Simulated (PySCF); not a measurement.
A side-by-side comparison of computed properties.

First species: Thiopropynal, C3H2S.
Atom-mapped SMILES: `[CH:1]#[C:2][CH:3]=[S:4]` (hydrogens: H5 on C1; H6 on C3)

Second species: C5H8ClFO3.
SMILES: `COC(OC)[C@@H](F)C(=O)Cl`

Levels: PBE0/pcSseg-1 for dipole moment, HOMO energy, LUMO energy and HOMO–LUMO gap; GFN2-xTB for rotational constant A and rotational constant C. Geometries: GFN2-xTB. Each structure is a single optimised conformer of the isolated species, non-relativistic unless stated. Electronic properties by PySCF.

Dipoles, sizes and rotational constants follow the conformer. The torsions of the flexible species, by atom-mapped SMILES:
- `[CH3:1][O:2][CH:3]([O:4][CH3:5])[C@@H:6]([F:7])[C:8](=[O:9])[Cl:10]`: C1–O2–C3–O4 61°, O2–C3–O4–C5 -166°, O2–C3–C6–F7 151°, C3–C6–C8–O9 -106°

Task: Which has the higher LUMO energy?

Result: The second: -1.21 eV against -3.15 eV, a difference of 1.94 eV.

Task: Which of the two has the higher dipole moment, and by how much?

Result: The second: 3.56 D against 2.26 D, a difference of 1.30 D.

Task: Which of the two has the higher HOMO energy, and by how much?

Result: The first: -6.86 eV against -8.07 eV, a difference of 1.21 eV.

Task: Which of the two has the higher rotational constant A, and by how much?

Result: The first: 39.279 GHz against 1.280 GHz, a difference of 37.999 GHz.

Task: Which of the two has the higher HOMO–LUMO gap, and by how much?

Result: The second: 6.86 eV against 3.71 eV, a difference of 3.15 eV.

Task: Which has the higher rotational constant C?

Result: The first: 2.976 GHz against 0.764 GHz, a difference of 2.212 GHz.

On the first: The dipole matches unit charges of opposite sign 0.47 Å apart (1 e·Å = 4.8032 D). A dipole of 2.26 D is allowed in Cs, and pure rotational transitions are dipole-allowed.

On the second: In atomic units the dipole is 1.40 e·bohr (1 au = 2.5417 D).
